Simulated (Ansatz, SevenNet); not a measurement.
**GaS (P6₃/mmc, No. 194): properties by level of theory**

```tsv
level (code)	lattice constant a (Å)	lattice parameter c (Å)
SevenNet-0 (SevenNet)	3.635	17.403
PBE-D3(BJ) (Ansatz)	3.590	15.447
rVV10 (Ansatz)	3.651	15.548
```

Ansatz's density-functional and Hartree–Fock values are scalar-relativistic unless marked +SOC, with PAW data made under PBE.

Computed values are for the static lattice.

Ansatz is a first-principles code.
